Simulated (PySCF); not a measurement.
tetrafluoromethane (CF4), SMILES FC(F)(F)F. Atoms are numbered in the order given.

```xyz
5

F      0.7639    -0.7639     0.7639
C      0.0000     0.0000     0.0000
F     -0.7639    -0.7639    -0.7639
F     -0.7639     0.7639     0.7639
F      0.7639     0.7639    -0.7639
```
Charge 0, spin multiplicity 1.

Geometry: B3LYP-D3(BJ)/def2-SVP.

Two levels are set side by side: PBE/pcSseg-2 (PySCF) and PBE0/pcSseg-2 (PySCF). GIAO shifts against CFCl3 (¹⁹F), TMS (¹³C) at the same level; non-relativistic, no solvent, atoms listed together averaged. Differences are taken from unrounded values.

```
quantity                         PBE0    PBE  PBE minus PBE0
------------------------------  -----  -----  --------------
δ(¹⁹F) of F1, F3, F4, F5 (ppm)  -76.5  -95.6           -19.2
δ(¹³C) of C2 (ppm)              136.2  142.0             5.9
```

Rough cost on one machine, each run with all the roots and properties that it gave: PBE0 against PBE within a factor of 2.
